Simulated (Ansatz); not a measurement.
## Active spaces for C2H3O, doublet

Program: Ansatz, Gaussian basis, development build. Basis aug-cc-pVDZ, nonrelativistic, 3 orbitals frozen in the corrections. State-specific CASSCF; RHF is the lowest restricted (open-shell) Hartree–Fock solution met. No symmetry is imposed, so a solution can break that of the shape. The lowest solution met needn't be the lowest there is, nor hold the orbitals that a chemist would pick.

Geometry:

```tsv
atom	x (Å)	y (Å)	z (Å)
C	-0.0007	0.1364	-1.1741
C	-0.0016	-0.4033	0.1452
O	-0.0001	0.3027	1.1635
H	-0.9275	0.3524	-1.6974
H	0.9458	0.3360	-1.6669
H	-0.0039	-1.5080	0.2300
```

Task: What do CASSCF and its corrections give against RHF in CAS(3,3), and what are the occupations?

Result: CASSCF -0.966 eV, SC-NEVPT2 -12.247 eV; occupations 1.91, 1.00, 0.09.

Task: How do single-reference totals in the same basis and frozen core stand against SC-NEVPT2 in CAS(3,3)?

Result: CCSD(T) -1.206 eV. Coupled cluster stands on the determinant that it favours, which can lie over the RHF solution above, and is in doubt where the occupations are far from 0, 1 and 2.
